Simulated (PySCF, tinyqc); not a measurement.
Inside a calculation. Method: RHF in the sto-3g basis, for BH, spin multiplicity 1. The lowest restricted solution is unstable here: a spin-polarised one lies 0.0086 hartree lower (PySCF). Computed by tinyqc, a small Python program that keeps every step (integrals from PySCF). Settings: charge = 0, multiplicity = 1, basis = sto-3g, energy threshold = 1e-09, iteration cap = 81, orthogonalisation = symmetric, start = atomic densities, DIIS depth = 4, DIIS from iteration = 2, method = RHF. Command: `OMP_NUM_THREADS=1 python tinyqc.py 23592 23593 out.jsonl` (the two numbers bound the seeds that draw the settings). One thread of a shared host (Intel(R) Xeon(R) Processor @ 2.60GHz), about 0.09 s of CPU time with the checks. Later iterations appear only in the table of the cycle.

## One-electron integrals

Geometry (angstrom):
```
atom       x       y       z
B     0.0000  0.0000  0.0000
H     0.0000  0.0000  1.3660
```

Basis sto-3g: exponents (1/bohr^2) and contraction coefficients of normalised primitives:
```
element  l (shell)  exponent  coefficient
B            s (1)   48.7911       0.1543
B            s (1)    8.8874       0.5353
B            s (1)    2.4053       0.4446
B            s (2)    2.2370      -0.1000
B            s (2)    0.5198       0.3995
B            s (2)    0.1691       0.7001
B            p (3)    2.2370       0.1559
B            p (3)    0.5198       0.6077
B            p (3)    0.1691       0.3920
H            s (1)    3.4253       0.1543
H            s (1)    0.6239       0.5353
H            s (1)    0.1689       0.4446
```

Overlap, kinetic and nuclear-attraction integrals over the contracted functions; the nuclear repulsion is the sum of Za Zb / Rab.

nuclear repulsion = 1.936959 hartree

overlap S, lower triangle:
```
         1B 1s   1B 2s  1B 2px  1B 2py  1B 2pz   2H 1s
1B 1s   1.0000
1B 2s   0.2693  1.0000
1B 2px  0.0000  0.0000  1.0000
1B 2py  0.0000  0.0000  0.0000  1.0000
1B 2pz  0.0000  0.0000  0.0000  0.0000  1.0000
2H 1s   0.0447  0.3892  0.0000  0.0000  0.4245  1.0000
```

kinetic energy T (hartree), lower triangle:
```
          1B 1s   1B 2s  1B 2px  1B 2py  1B 2pz   2H 1s
1B 1s   10.8263
1B 2s   -0.0480  0.3592
1B 2px   0.0000  0.0000  1.1239
1B 2py   0.0000  0.0000  0.0000  1.1239
1B 2pz   0.0000  0.0000  0.0000  0.0000  1.1239
2H 1s   -0.0127  0.0507  0.0000  0.0000  0.1507  0.7600
```

nuclear attraction V (hartree), lower triangle:
```
           1B 1s    1B 2s   1B 2px   1B 2py   1B 2pz    2H 1s
1B 1s   -23.5348
1B 2s    -3.2437  -4.1522
1B 2px    0.0000   0.0000  -4.0908
1B 2py    0.0000   0.0000   0.0000  -4.0908
1B 2pz   -0.0141  -0.1319   0.0000   0.0000  -4.1837
2H 1s    -0.5409  -1.3837   0.0000   0.0000  -1.4357  -3.1498
```

core Hamiltonian H = T + V (hartree), lower triangle:
```
           1B 1s    1B 2s   1B 2px   1B 2py   1B 2pz    2H 1s
1B 1s   -12.7085
1B 2s    -3.2917  -3.7930
1B 2px    0.0000   0.0000  -2.9669
1B 2py    0.0000   0.0000   0.0000  -2.9669
1B 2pz   -0.0141  -0.1319   0.0000   0.0000  -3.0598
2H 1s    -0.5536  -1.3330   0.0000   0.0000  -1.2851  -2.3898
```

## Two-electron integrals

Functions are numbered as in S; the eight-fold symmetry (ij|kl) = (ji|kl) = (kl|ij) leaves the list below.

Two-electron integrals (ij|kl) in chemists' order, unique and non-zero (hartree):
```
(11|11) 2.9235   (21|11) 0.5184   (21|21) 0.1093   (22|11) 0.7442
(22|21) 0.1932   (22|22) 0.5448   (31|31) 0.0203   (32|31) 0.0300
(32|32) 0.1203   (33|11) 0.7425   (33|21) 0.1932   (33|22) 0.5447
(33|33) 0.5868   (41|41) 0.0203   (42|41) 0.0300   (42|42) 0.1203
(43|43) 0.0316   (44|11) 0.7425   (44|21) 0.1932   (44|22) 0.5447
(44|33) 0.5235   (44|44) 0.5868   (51|51) 0.0203   (52|51) 0.0300
(52|52) 0.1203   (53|53) 0.0316   (54|54) 0.0316   (55|11) 0.7425
(55|21) 0.1932   (55|22) 0.5447   (55|33) 0.5235   (55|44) 0.5235
(55|55) 0.5868   (61|11) 0.0855   (61|21) 0.0180   (61|22) 0.0319
(61|33) 0.0318   (61|44) 0.0318   (61|51) 0.0013   (61|52) 0.0024
(61|55) 0.0322   (61|61) 0.0030   (62|11) 0.2187   (62|21) 0.0577
(62|22) 0.1807   (62|33) 0.1754   (62|44) 0.1754   (62|51) 0.0063
(62|52) 0.0396   (62|55) 0.1911   (62|61) 0.0101   (62|62) 0.0849
(63|31) 0.0056   (63|32) 0.0266   (63|53) 0.0073   (63|63) 0.0090
(64|41) 0.0056   (64|42) 0.0266   (64|54) 0.0073   (64|64) 0.0090
(65|11) 0.2098   (65|21) 0.0561   (65|22) 0.1852   (65|33) 0.1754
(65|44) 0.1754   (65|51) 0.0109   (65|52) 0.0634   (65|55) 0.2046
(65|61) 0.0103   (65|62) 0.1017   (65|65) 0.1283   (66|11) 0.3843
(66|21) 0.1033   (66|22) 0.3667   (66|33) 0.3453   (66|44) 0.3453
(66|51) 0.0132   (66|52) 0.1110   (66|55) 0.4090   (66|61) 0.0184
(66|62) 0.2245   (66|65) 0.2913   (66|66) 0.7746
```

## Orthogonalisation

S = U s U^T; symmetric (Loewdin) form X = U s^(-1/2) U^T, so that X^T S X = 1.

eigenvalues of S: 0.4054  0.7976  1.0000  1.0000  1.1745  1.6225

X, lower triangle:
```
          1B 1s    1B 2s  1B 2px  1B 2py   1B 2pz   2H 1s
1B 1s    1.0301
1B 2s   -0.1508   1.1096
1B 2px   0.0000   0.0000  1.0000
1B 2py   0.0000   0.0000  0.0000  1.0000
1B 2pz  -0.0102   0.0855  0.0000  0.0000   1.0905
2H 1s    0.0255  -0.2568  0.0000  0.0000  -0.2731  1.1679
```

## Starting guess

The start is atomic minimal-basis densities projected into this basis (PySCF's MINAO start) and scaled to the electron count of each spin; this density is not idempotent, so its energy is not variational and may lie below the converged one.

D at the start, lower triangle:
```
          1B 1s    1B 2s  1B 2px  1B 2py  1B 2pz   2H 1s
1B 1s    2.1781
1B 2s   -0.5593   2.0899
1B 2px   0.0000   0.0000  0.3207
1B 2py   0.0000   0.0000  0.0000  0.3207
1B 2pz   0.0167  -0.0521  0.0000  0.0000  0.2881
2H 1s   -0.0390   0.1448  0.0000  0.0000  0.0521  0.9503
```

## Iteration 1: building the Fock matrix

J_ij = sum D_kl (ij|kl), K_ij = sum D_kl (ik|jl); F = H + J - 0.5 K; E = tr D H + tr D J / 2 - 0.25 tr D K + E_nn.

Coulomb J (hartree), lower triangle:
```
         1B 1s   1B 2s  1B 2px  1B 2py  1B 2pz   2H 1s
1B 1s   8.4770
1B 2s   1.7095  3.4674
1B 2px  0.0000  0.0000  3.4410
1B 2py  0.0000  0.0000  0.0000  3.4410
1B 2pz  0.0130  0.1119  0.0000  0.0000  3.5070
2H 1s   0.2835  1.2009  0.0000  0.0000  1.2653  2.6460
```

exchange K (hartree), lower triangle:
```
         1B 1s   1B 2s  1B 2px  1B 2py  1B 2pz   2H 1s
1B 1s   6.0364
1B 2s   1.0971  1.4050
1B 2px  0.0000  0.0000  0.4861
1B 2py  0.0000  0.0000  0.0000  0.4861
1B 2pz  0.0133  0.1091  0.0000  0.0000  0.6122
2H 1s   0.2015  0.6766  0.0000  0.0000  0.4664  1.0352
```

Fock matrix F (hartree), lower triangle:
```
          1B 1s    1B 2s  1B 2px  1B 2py   1B 2pz    2H 1s
1B 1s   -7.2497
1B 2s   -2.1307  -1.0281
1B 2px   0.0000   0.0000  0.2310
1B 2py   0.0000   0.0000  0.0000  0.2310
1B 2pz  -0.0078  -0.0746  0.0000  0.0000   0.1411
2H 1s   -0.3708  -0.4704  0.0000  0.0000  -0.2529  -0.2613
```

total energy of this density = -24.655403 hartree

This density is the starting one; it is not idempotent, so its energy is not variational and may lie below the converged one.

## Iteration 1: diagonalisation and new density

Diagonalise F' = X^T F X, C = X C', fill 3 alpha and 3 beta electrons from the bottom; D = 2 C_occ C_occ^T. Each column has its largest component positive (the first on a tie).

F' = X^T F X (hartree), lower triangle:
```
         1        2       3       4        5       6
1  -7.0696
2  -1.1161  -0.4973
3   0.0000   0.0000  0.2310
4   0.0000   0.0000  0.0000  0.2310
5  -0.0217   0.0616  0.0000  0.0000   0.3006
6  -0.0227  -0.3388  0.0000  0.0000  -0.3361  0.0206
```

orbital energies (hartree): MO1 -7.2548, MO2 -0.5371, MO3 -0.0460, MO4 0.2310, MO5 0.2310, MO6 0.5922

coefficients C:
```
            MO1      MO2      MO3     MO4      MO5      MO6
1B 1s    0.9918  -0.2473  -0.1700  0.0000   0.0000  -0.1045
1B 2s    0.0300   0.7620   0.6864  0.0000   0.0000   0.5238
1B 2px   0.0000   0.0000   0.0000  0.0559   0.9984   0.0000
1B 2py   0.0000   0.0000   0.0000  0.9984  -0.0559   0.0000
1B 2pz   0.0032   0.0964  -0.4973  0.0000   0.0000   1.0073
2H 1s   -0.0047   0.4199  -0.6122  0.0000   0.0000  -0.9767
```

D after iteration 1, lower triangle:
```
          1B 1s    1B 2s  1B 2px  1B 2py  1B 2pz   2H 1s
1B 1s    2.1472
1B 2s   -0.5507   2.1054
1B 2px   0.0000   0.0000  0.0000
1B 2py   0.0000   0.0000  0.0000  0.0000
1B 2pz   0.1276  -0.5356  0.0000  0.0000  0.5132
2H 1s   -0.0089  -0.2009  0.0000  0.0000  0.6898  1.1022
```

Within a degenerate level the vectors are fixed only up to a rotation; this is one choice.

## Iteration 2: building the Fock matrix

As before.

Coulomb J (hartree), lower triangle:
```
         1B 1s   1B 2s  1B 2px  1B 2py  1B 2pz   2H 1s
1B 1s   8.2782
1B 2s   1.6663  3.3984
1B 2px  0.0000  0.0000  3.3485
1B 2py  0.0000  0.0000  0.0000  3.3485
1B 2pz  0.0000  0.0727  0.0000  0.0000  3.4850
2H 1s   0.2757  1.1972  0.0000  0.0000  1.2755  2.7430
```

exchange K (hartree), lower triangle:
```
         1B 1s    1B 2s  1B 2px  1B 2py  1B 2pz   2H 1s
1B 1s   5.9434
1B 2s   1.0623   1.3052
1B 2px  0.0000   0.0000  0.2892
1B 2py  0.0000   0.0000  0.0000  0.2892
1B 2pz  0.0053  -0.0858  0.0000  0.0000  0.9629
2H 1s   0.1842   0.5917  0.0000  0.0000  0.7042  1.2988
```

Fock matrix F (hartree), lower triangle:
```
          1B 1s    1B 2s  1B 2px  1B 2py   1B 2pz    2H 1s
1B 1s   -7.4020
1B 2s   -2.1565  -1.0473
1B 2px   0.0000   0.0000  0.2369
1B 2py   0.0000   0.0000  0.0000  0.2369
1B 2pz  -0.0167  -0.0163  0.0000  0.0000  -0.0562
2H 1s   -0.3700  -0.4316  0.0000  0.0000  -0.3617  -0.2962
```

total energy of this density = -24.726908 hartree

## Iteration 2: diagonalisation and new density

As before.

F' = X^T F X (hartree), lower triangle:
```
         1        2       3       4        5       6
1  -7.2236
2  -1.1191  -0.5254
3   0.0000   0.0000  0.2369
4   0.0000   0.0000  0.0000  0.2369
5  -0.0412   0.1321  0.0000  0.0000   0.1372
6  -0.0212  -0.3046  0.0000  0.0000  -0.4238  0.0116
```

orbital energies (hartree): MO1 -7.4063, MO2 -0.5319, MO3 -0.2610, MO4 0.2369, MO5 0.2369, MO6 0.5991

coefficients C:
```
            MO1      MO2      MO3      MO4     MO5      MO6
1B 1s    0.9926  -0.2376  -0.1715   0.0000  0.0000   0.1162
1B 2s    0.0275   0.7354   0.6781   0.0000  0.0000  -0.5707
1B 2px   0.0000   0.0000   0.0000  -0.6889  0.7248   0.0000
1B 2py   0.0000   0.0000   0.0000   0.7248  0.6889   0.0000
1B 2pz   0.0045   0.1404  -0.5763   0.0000  0.0000  -0.9589
2H 1s   -0.0057   0.4325  -0.5030   0.0000  0.0000   1.0320
```

D after iteration 2, lower triangle:
```
          1B 1s    1B 2s  1B 2px  1B 2py  1B 2pz   2H 1s
1B 1s    2.1421
1B 2s   -0.5276   2.0029
1B 2px   0.0000   0.0000  0.0000
1B 2py   0.0000   0.0000  0.0000  0.0000
1B 2pz   0.1398  -0.5747  0.0000  0.0000  0.7037
2H 1s   -0.0445  -0.0462  0.0000  0.0000  0.7011  0.8802
```

Within a degenerate level the vectors are fixed only up to a rotation; this is one choice.

## Iteration 7 (converged): orbitals

converged F (hartree), lower triangle:
```
          1B 1s    1B 2s  1B 2px  1B 2py   1B 2pz    2H 1s
1B 1s   -7.3438
1B 2s   -2.1450  -1.0189
1B 2px   0.0000   0.0000  0.2670
1B 2py   0.0000   0.0000  0.0000  0.2670
1B 2pz  -0.0208  -0.0315  0.0000  0.0000  -0.0766
2H 1s   -0.3683  -0.4426  0.0000  0.0000  -0.3771  -0.3189
```

As before.

F' = X^T F X (hartree), lower triangle:
```
         1        2       3       4        5        6
1  -7.1645
2  -1.1207  -0.4903
3   0.0000   0.0000  0.2670
4   0.0000   0.0000  0.0000  0.2670
5  -0.0443   0.1216  0.0000  0.0000   0.1185
6  -0.0175  -0.3180  0.0000  0.0000  -0.4293  -0.0045
```

orbital energies (hartree): MO1 -7.3484, MO2 -0.5372, MO3 -0.2485, MO4 0.2670, MO5 0.2670, MO6 0.5933

coefficients C:
```
            MO1      MO2      MO3      MO4     MO5      MO6
1B 1s    0.9923  -0.2183  -0.1933   0.0000  0.0000   0.1219
1B 2s    0.0284   0.6564   0.7406   0.0000  0.0000  -0.5890
1B 2px   0.0000   0.0000   0.0000  -0.4067  0.9135   0.0000
1B 2py   0.0000   0.0000   0.0000   0.9135  0.4067   0.0000
1B 2pz   0.0053   0.1935  -0.5761   0.0000  0.0000  -0.9497
2H 1s   -0.0062   0.4899  -0.4358   0.0000  0.0000   1.0369
```

D after iteration 7, lower triangle:
```
          1B 1s    1B 2s  1B 2px  1B 2py  1B 2pz   2H 1s
1B 1s    2.1393
1B 2s   -0.5166   1.9605
1B 2px   0.0000   0.0000  0.0000
1B 2py   0.0000   0.0000  0.0000  0.0000
1B 2pz   0.1487  -0.5990  0.0000  0.0000  0.7387
2H 1s   -0.0576  -0.0027  0.0000  0.0000  0.6916  0.8598
```

Within a degenerate level the vectors are fixed only up to a rotation; this is one choice.

## Convergence

Stop when the energy changes by less than 1e-09 hartree and every element of the error matrix X^T (F D S - S D F) X is below 9e-06.

Course of the cycle:
```
iteration  E (hartree)     change  largest element of the error matrix
1           -24.655403          -                             4.40e-01
2           -24.726908  -7.15e-02                             1.38e-01
3           -24.742079  -1.52e-02                             1.70e-02
4           -24.742543  -4.64e-04                             3.78e-03
5           -24.742566  -2.28e-05                             7.55e-05
6           -24.742566  -7.57e-09                             1.23e-06
7           -24.742566  -2.18e-12                             9.59e-09
```

PySCF RHF in the same basis = -24.742566 hartree

Converged in 7 iterations.

## Populations, bond orders and dipole

Mulliken: Z minus the diagonal of D S on the atom; Loewdin: the same with S^(1/2) D S^(1/2); Mayer order: 2 sum_s sum (D(s) S)_ij (D(s) S)_ji over the two atoms.

Charges (e):
```
atom  Mulliken  Loewdin
1B      0.1498   0.1357
2H     -0.1498  -0.1357
```

Mayer bond orders:
```
pair   order
2-1   0.9776
```

dipole moment about the origin, x y z (debye): 0.0000  0.0000  0.6735
